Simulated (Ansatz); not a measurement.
System: corundum (α-Al2O3). Method: rVV10 (Ansatz, a first-principles code, PAW).

Settings: plane-wave cutoff 520 eV, 8×8×8 k mesh, Fermi–Dirac smearing 0.01 eV, scalar-relativistic PAW data made under PBE.

Shape and atoms are relaxed at each volume.

The direct gap at Γ against volume; x = 100 ln(V/8.809 Å³). One gap is withheld.

| V (Å³/atom) | x | gap (eV) |
|---|---|---|
| 8.457 | -4.08 | 6.234 |
| 8.633 | -2.02 | 5.979 |
| 8.809 | 0.00 | 5.734 |
| 8.986 | 1.99 | 5.497 |
| 9.162 | 3.93 | ? |

Q: Fit a straight line to the rows shown, give the volume deformation potential and predict the withheld gap.

A: Means of the 4 rows: x̄ = -1.027, ȳ = 5.8610 eV. Σ(x − x̄)(y − ȳ) = -2.4846 and Σ(x − x̄)² = 20.464, so the slope is -0.1214 eV per unit of x, and dE_g/d ln V = -12.1 eV. At x = 3.93: 5.8610 + (-0.1214) × (3.93 − (-1.027)) = 5.259 eV. The run gives 5.269 eV, 0.010 eV above the line, as the curve bends the same way over all rows.

Note: the bulk modulus comes from volumes at which shape and atoms were relaxed.
